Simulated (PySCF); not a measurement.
Work out the structure from these simulated measurements.

Elements present: B, C, H and N. Monoisotopic mass: 45.0750 u.

| Item | Value |
| --- | --- |
| XPS | B1s 193.7, C1s 292.6, N1s 407.7 eV [ΔSCF SCAN, pcX-2 on the ionised atom, pcseg-1 elsewhere, spin-free X2C] |
| Dipole | 5.38 D [CAM-B3LYP/def2-SVPD] |
| 1H NMR | chemical shifts (computed TMS as zero) by class: 2.71 (2 H), 2.53 (3 H), 2.00 (3 H) ppm [GIAO CAM-B3LYP/pcSseg-2] |
| Couplings | largest of the computed one-bond spin–spin couplings (means over like bonds): 13C–1H +145.6 (×3), 11B–1H +110.1 (×3), 15N–1H -71.9 (×2), 15N–13C -7.0, 15N–11B -3.2 Hz [B3LYP/pcJ-1, spin–dipole term left out for some pairs] |
| Triplet | lowest triplet excitation (Tamm–Dancoff): 6.73 eV [TDA CAM-B3LYP/def2-SVPD] |
| Polarisability | 43.2 au [CAM-B3LYP/def2-SVPD] |
| Rotational structure | rotational constants A, B, C: 28.327, 8.357, 7.405 GHz [PBE0-D3(BJ)/def2-SVP] |
| UV, first state | lowest singlet excitation: 6.87 eV (181 nm, f = 0.022) [TDDFT CAM-B3LYP/def2-SVPD] |
| 13C NMR | chemical shifts (computed TMS as zero) by class: 36.7 (1 C) ppm [GIAO CAM-B3LYP/pcSseg-2] |
| Valence photoelectron | vertical ionisation energy: 10.42 eV [ΔSCF CAM-B3LYP/def2-SVPD] |

Gas-phase values; electronic properties from PySCF, density fitting. Levels stand in brackets. Geometry: PBE0-D3(BJ)/def2-SVP; no solvent, vibrations or thermal averaging. NMR classes are plain means over equivalent atoms (diastereotopic ones count apart unless rotation or inversion swaps them), as if these changed places fast.

Q: Which formula fits the mass and the elements?

A: CH8BN (calculated 45.0750). No other formula that holds each of these elements comes within 0.0003 u with a fitting electron parity and a possible valence count.

Q: Give a SMILES that accounts for the data.

A: Numbering: `[BH3-:1][NH2+:2][CH3:3]`. The one carbon: N-methyl carbon [C3] (36.7 ppm). Hydrogen classes from least to most shielded: 2 H on a nitrogen bonded to B, C and 2 H, N2 (2.71 ppm), 3 H on an N-methyl carbon, C3 (2.53 ppm), 3 H on a four-coordinate boron, B1 (2.00 ppm). The couplings run between: +145.6 Hz, N-methyl carbon [C3] and its hydrogen (with 2 like pairs); +110.1 Hz, four-coordinate boron [B1] and its hydrogen (with 2 like pairs); -71.9 Hz, nitrogen bonded to B, C and 2 H [N2] and its hydrogen (with 1 like pair); -7.0 Hz, nitrogen bonded to B, C and 2 H [N2] and N-methyl carbon [C3]; -3.2 Hz, nitrogen bonded to B, C and 2 H [N2] and four-coordinate boron [B1]. The core levels belong to: B1s 193.7 eV, four-coordinate boron [B1]; C1s 292.6 eV, N-methyl carbon [C3]; N1s 407.7 eV, nitrogen bonded to B, C and 2 H [N2]. By its constants the optimised geometry is an asymmetric top. Structure: `[BH3-][NH2+]C`. Computed isomers that give other values at the same levels: `C[BH2-][NH3+]` (rotational constant A: 25.911 GHz; this holds for the one conformer computed). The assignments are read from this structure; whether some other isomer fits the data as well wasn't checked.
